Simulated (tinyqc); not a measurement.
Inside a calculation. Method: Hueckel theory of the pi electrons, for the molecule c1cc[nH]c1 (SMILES; centres numbered as the heavy atoms are written). Computed by tinyqc, a small Python program that keeps every step. Settings: charge = 0. Command: `OMP_NUM_THREADS=1 python tinyqc.py 24340 24341 out.jsonl` (the two numbers bound the seeds that draw the settings). One thread of a shared host (Intel(R) Xeon(R) Processor @ 2.60GHz), about 0.01 s of CPU time with the checks.

## The Hueckel matrix

Centres:
```
centre  z_r, pi electrons of the neutral centre         h
1C                                            1  0.000000
2C                                            1  0.000000
3C                                            1  0.000000
4N                                            2  1.500000
5C                                            1  0.000000
```

Bonds:
```
i  j         k
1  2         1
2  3         1
3  4  0.800000
4  5  0.800000
5  1         1
```

H_rr = alpha + h_r beta, H_rs = k_rs beta for bonded centres.

Hueckel matrix in units of beta (H = alpha + beta A), lower triangle:
```
          1C        2C        3C        4N        5C
1C  0.000000
2C  1.000000  0.000000
3C  0.000000  1.000000  0.000000
4N  0.000000  0.000000  0.800000  1.500000
5C  1.000000  0.000000  0.000000  0.800000  0.000000
```

## Orbitals

pi electrons, sum of z_r less the charge = 6

Diagonalise; E = alpha + x beta with beta < 0, so the largest x are filled first; degenerate levels share their electrons. P = sum n_i c_ri c_si; each orbital has its largest coefficient positive (the first on a tie).

x values: 2.319584  1.188675  0.618034  -1.008258  -1.618034

occupations: 2.000000  2.000000  2.000000  0.000000  0.000000

coefficients:
```
         MO1        MO2        MO3        MO4        MO5
1C  0.287255   0.576253  -0.371748  -0.292262   0.601501
2C  0.287255   0.576253   0.371748  -0.292262  -0.601501
3C  0.379057   0.108724   0.601501   0.586937   0.371748
4N  0.740000  -0.558769   0.000000  -0.374403   0.000000
5C  0.379057   0.108724  -0.601501   0.586937  -0.371748
```

charge and bond-order matrix P, lower triangle:
```
           1C         2C         3C        4N        5C
1C   1.105560
2C   0.552773   1.105560
3C  -0.104136   0.790292   1.034618
4N  -0.218847  -0.218847   0.439501  1.719645
5C   0.790292  -0.104136  -0.412596  0.439501  1.034618
```

## Energy, charges, bond orders

E = sum n x; q_r = z_r - P_rr; bond order p = P_rs; free valence = sqrt(3) - sum of p over the bonds of the atom.

pi energy = 6 alpha + this times beta = 8.252584

pi charges: 1C -0.105560, 2C -0.105560, 3C -0.034618, 4N 0.280355, 5C -0.034618

Bond orders and lengths from R = 1.517 - 0.180 p (angstrom, C-C alone):
```
bond         p         R
1-2   0.552773  1.417501
2-3   0.790292  1.374748
3-4   0.439501         -
4-5   0.439501         -
5-1   0.790292  1.374748
```

free valence of the carbons: 1C 0.388986, 2C 0.388986, 3C 0.502258, 5C 0.502258

gap between the highest filled and the next level = 1.626292 |beta|
